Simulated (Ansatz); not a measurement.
## hcp against bcc along the lanthanides

Theory: DFT, BLYP, plane waves (420 eV) with PAW, scalar-relativistic in Ansatz 0.2.0. (PAW data from PBE, frozen cores regenerated.)

Each structure is relaxed within its symmetry, in the lowest magnetic state of the tried starts. Differences under about 8 meV lie within the error of the k-point mesh.

| element | E(hcp) − E(bcc) (meV/atom) | V(hcp) (Å³/atom) | V(bcc) (Å³/atom) | state of hcp | state of bcc |
| --- | --- | --- | --- | --- | --- |
| La | ? | ? | ? | ? | ? |
| Yb | 10 | 37.29 | 36.36 | spin not included | spin not included |
| Lu | -148 | 29.85 | 30.23 | spin not included | spin not included |

Task: Fill in the row of La.

Result: E(hcp) − E(bcc) (meV/atom): -94; V(hcp) (Å³/atom): 40.62; V(bcc) (Å³/atom): 40.70; state of hcp: spin not included; state of bcc: spin not included.
